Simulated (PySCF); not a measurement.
## C7H5N: calculation against experiment

**The experiment to reproduce.**

From NIST CCCBDB Release 22 (SRD 101), experimental dipoles, for the gas: dipole moment (microwave Stark effect, vibrational ground state) 4.515 ± 0.0068 D.

NIST CCCBDB Release 22 (SRD 101), experimental polarizabilities lists, for the gas: mean polarisability 11.981 Å³.

From Jolly, The use of core electron binding energies as bench marks for the comparison of valence shell ionization potentials, LBL-11396 (1980); values from Bakke, Chen, Jolly 1980, for the gas: N 1s binding energy of N1 404.95 eV.

The runs below try to reproduce these values; the comparison stands at the end.

Species: C₇H₅N.
Atom-mapped SMILES: `[N:1]#[C:2][c:3]1[cH:4][cH:5][cH:6][cH:7][cH:8]1` (hydrogens: H9 on C4; H10 on C5; H11 on C6; H12 on C7; H13 on C8)

Cartesian coordinates in Å at the PBE0-D3(BJ)/def2-SVP level; atoms count from 1:
```
atom  x, y, z in Å
N1     3.575    0.678   -0.019
C2     2.434    0.477   -0.032
C3     1.023    0.228   -0.048
C4     0.122    1.300    0.039
C5    -1.246    1.052    0.023
C6    -1.721   -0.255   -0.080
C7    -0.826   -1.322   -0.167
C8     0.545   -1.087   -0.152
H9     0.504    2.319    0.120
H10   -1.948    1.887    0.091
H11   -2.797   -0.445   -0.092
H12   -1.199   -2.345   -0.248
H13    1.253   -1.914   -0.220
```

Runs made with PySCF (gas phase, on this PBE0-D3(BJ)/def2-SVP geometry; non-relativistic but for the core-level run):

```
                                                                          level                                                                            job  basis functions
                                                                  PBE0/pcSseg-1                                                                     shieldings              161
                                                                  PBE0/IGLO-III                                        shieldings, charges and field gradients              330
                                                                   PBE0/cc-pVDZ                                        shieldings, charges and field gradients              137
                                                                    PBE0/STO-3G                                        shieldings, charges and field gradients               45
                                                              wB97X-D/def2-SVPD  10 singlets by full TDDFT, 4 Tamm–Dancoff triplets, polarisability, ΔSCF ions              200
                                                            CAM-B3LYP/def2-SVPD  10 singlets by full TDDFT, 4 Tamm–Dancoff triplets, polarisability, ΔSCF ions              200
                                                                  B3LYP/6-31G-J   spin–spin couplings from 13 perturbed nuclei, spin–dipole term for 1 of them              116
                                                                    B3LYP/pcJ-0   spin–spin couplings from 13 perturbed nuclei, spin–dipole term for 1 of them              119
                                                                   HF/def2-SVPD        10 singlets by TDHF, 4 Tamm–Dancoff triplets, polarisability, ΔSCF ions              200
                                                                  LDA/def2-SVPD  10 singlets by full TDDFT, 4 Tamm–Dancoff triplets, polarisability, ΔSCF ions              200
                                                                  PBE/def2-SVPD  10 singlets by full TDDFT, 4 Tamm–Dancoff triplets, polarisability, ΔSCF ions              200
                                                                 PBE0/def2-SVPD  10 singlets by full TDDFT, 4 Tamm–Dancoff triplets, polarisability, ΔSCF ions              200
                                                                    PBE0/6-31G*             10 singlets by full TDDFT, 4 Tamm–Dancoff triplets, polarisability              122
                                                                 PBE0/def2-TZVP             10 singlets by full TDDFT, 4 Tamm–Dancoff triplets, polarisability              278
                                                                   PBE0/6-31+G*             10 singlets by full TDDFT, 4 Tamm–Dancoff triplets, polarisability              154
delta-SCF UKS SCAN, pcX-2 on the ionised atom, pcseg-1 elsewhere, spin-free X2C                                                  ΔSCF core ionisation, 6 holes              168
```

All basis functions are spherical.

**Comparison with experiment**

**Dipole moment.** Measured: 4.515 D (NIST CCCBDB Release 22 (SRD 101), experimental dipoles).

```
              level  computed (D)  computed − measured (D)  % (from the printed values)
      PBE0/pcSseg-1         4.629                   +0.114                           +3
      PBE0/IGLO-III         4.734                   +0.219                           +5
       PBE0/cc-pVDZ         4.415                   -0.100                           -2
        PBE0/STO-3G         3.593                   -0.922                          -20
  wB97X-D/def2-SVPD         4.738                   +0.223                           +5
CAM-B3LYP/def2-SVPD         4.734                   +0.219                           +5
      B3LYP/6-31G-J         4.537                   +0.022                            0
        B3LYP/pcJ-0         4.405                   -0.110                           -2
```

8 of the 37 levels run are shown, the closest and the furthest among them. The computed dipoles belong to one fixed geometry; measured ones are averaged over vibrations unless marked μe. Magnitudes are compared, not signs.

**Mean polarisability.** Measured: 11.981 Å³ (NIST CCCBDB Release 22 (SRD 101), experimental polarizabilities).

```json
{"level": "wB97X-D/def2-SVPD", "computed (Å³)": "12.524", "computed − measured (Å³)": "+0.543", "% (from the printed values)": "+5"}
{"level": "HF/def2-SVPD", "computed (Å³)": "12.150", "computed − measured (Å³)": "+0.169", "% (from the printed values)": "+1"}
{"level": "LDA/def2-SVPD", "computed (Å³)": "12.913", "computed − measured (Å³)": "+0.932", "% (from the printed values)": "+8"}
{"level": "PBE/def2-SVPD", "computed (Å³)": "12.821", "computed − measured (Å³)": "+0.840", "% (from the printed values)": "+7"}
{"level": "PBE0/def2-SVPD", "computed (Å³)": "12.506", "computed − measured (Å³)": "+0.525", "% (from the printed values)": "+4"}
{"level": "PBE0/6-31G*", "computed (Å³)": "10.454", "computed − measured (Å³)": "-1.527", "% (from the printed values)": "-13"}
{"level": "PBE0/def2-TZVP", "computed (Å³)": "12.255", "computed − measured (Å³)": "+0.274", "% (from the printed values)": "+2"}
{"level": "PBE0/6-31+G*", "computed (Å³)": "12.181", "computed − measured (Å³)": "+0.200", "% (from the printed values)": "+2"}
```

8 of the 14 levels run are shown, the closest and the furthest among them. The computed values are static and purely electronic, with core orbitals frozen in the response (1 au = 0.148185 Å³). The table of measured values doesn't say here whether a value is static or optical, or holds a vibrational part.

**Core binding energies.** PySCF, delta-SCF UKS SCAN, pcX-2 on the ionised atom, pcseg-1 elsewhere, spin-free X2C.

```tsv
level and atom	computed (eV)	measured (eV)	computed − measured (eV)
N 1s, N1	404.68	404.95	-0.27
```

Sources, in the order of the opening: Jolly, The use of core electron binding energies as bench marks for the comparison of valence shell ionization potentials, LBL-11396 (1980); values from Bakke, Chen, Jolly 1980. The computed values are vertical, without vibrational structure; measured positions hang on the energy calibration. 

No measured geometry was used, and the causes of the misses weren't examined.
